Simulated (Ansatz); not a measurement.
Relaxation of AlH₄OS (7 atoms, charge 1, multiplicity 1), to a largest force component of 0.015 eV/Å in at most 40 steps.

The calculation used RKS r2SCANh/def2-SVP in Ansatz.

```xyz
7
Properties=species:S:1:pos:R:3:forces:R:3
Al -1.252 0.505 -0.845 -0.65 0.26 -0.39
O 0.238 0.024 -0.106 2.13 -0.54 0.73
S 1.663 -0.370 0.467 -1.79 0.11 0.09
H -1.854 -0.544 -1.766 -0.17 -0.57 -0.39
H -1.716 1.890 -0.426 -0.11 0.65 0.27
H 1.542 0.136 1.746 0.29 -0.06 -0.19
H 1.380 -1.641 0.929 0.31 0.16 -0.11
```

Question: Where does it end, and by what steps?

Answer: The run converged. Limits of this set-up: the dipole of an ion depends on the origin. After 7 steps the energy has fallen by 0.132 eV; O2 moved furthest, 0.15 Å.

```tsv
step	energy less start (eV)	largest force component (eV/Å)	accepted
0	0.0000	2.128	yes
1	-0.0911	1.483	yes
2	-0.1254	0.164	yes
3	-0.1280	0.062	yes
4	-0.1300	0.038	yes
5	-0.1318	0.109	yes
6	-0.1321	0.027	yes
7	-0.1321	0.003	yes
```

```xyz
7
Properties=species:S:1:pos:R:3
Al -1.313 0.530 -0.876
O 0.151 -0.019 0.013
S 1.589 -0.344 0.479
H -1.847 -0.604 -1.804
H -1.683 1.990 -0.473
H 1.605 0.099 1.777
H 1.498 -1.652 0.884
```

Whether the end is a true minimum wasn't checked by a vibrational analysis.

Run time: 33 s on 1 thread of Arm Neoverse V1, on a shared host, peak memory 0.15 GiB.
